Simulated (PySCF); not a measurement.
Run record: geometry optimisation, `C[SiH2]C` (dimethylsilane).

Method: PBE0-D3(BJ)/def2-SVP geometry optimisation, gas phase (PySCF 2.14.0). Start geometry: GFN2-xTB. A driver script takes a list of jobs; this job's settings line and coordinates (Å) are shown.

Command:
```bash
OMP_NUM_THREADS=1 python probes_run.py task.json out
```

Input:
```
{"job": {"xc": "PBE0", "basis": "def2-SVP", "d3": "d3bj", "grid": 1, "shake": 0.03, "kind": "geom"}, "charge": 0, "multiplicity": 1}
C      1.537130     0.477450    -0.189700
Si     0.101710    -0.771930     0.039280
C     -1.632870     0.093880     0.121330
H      2.282000     0.558150     0.611650
H      1.050660     1.534800    -0.302860
H      2.030270     0.389110    -1.118340
H      0.387630    -1.510400     1.289750
H      0.167580    -1.689180    -1.093150
H     -2.377940    -0.603870     0.343020
H     -1.621960     0.790740     1.010460
H     -1.815320     0.651100    -0.732490
```

Output:
```
step   0  E = -370.14359769  max force = 0.059731
step   1  E = -370.15726368  max force = 0.008367
step   2  E = -370.15799951  max force = 0.002833
step   3  E = -370.15812690  max force = 0.000564
step   4  E = -370.15813636  max force = 0.000414
optimisation converged
```

Energies in Eh; «max force» is the largest Cartesian gradient component in Eh/bohr.

**Question.** How much energy does the optimisation release, in kcal/mol?

**Answer.** E(step 0) − E(last step) = 0.014539 Eh, which is 9.1 kcal/mol.

**Question.** Give the first gradient maximum in eV/Å.

**Answer.** With 1 Eh/bohr = 51.422 eV/Å, 3.071 eV/Å.

In short: final energy -370.15814 Eh after 4 steps; dipole 0.80 D.

**Question.** Give the final coordinates.

**Answer.** 0.055 Å rms from the input after alignment:
```
atom  x, y, z in Å
C1     1.4897    0.5482   -0.2089
Si2    0.1217   -0.7345    0.0448
C3    -1.5663    0.0882    0.1610
H4     2.2190    0.5280    0.6146
H5     1.0673    1.5637   -0.2587
H6     2.0383    0.3672   -1.1453
H7     0.3718   -1.5160    1.2990
H8     0.1210   -1.7154   -1.0883
H9    -2.3635   -0.6529    0.3248
H10   -1.5898    0.8031    0.9988
H11   -1.8003    0.6401   -0.7630
```

On one thread of an Arm Neoverse V2, shared host with 96 logical CPUs at a one-minute load of 37, this took 8.6 s and 0.34 GiB of memory at its peak.
Labels such as C1 count atoms from 1, the log's own numbers from 0.
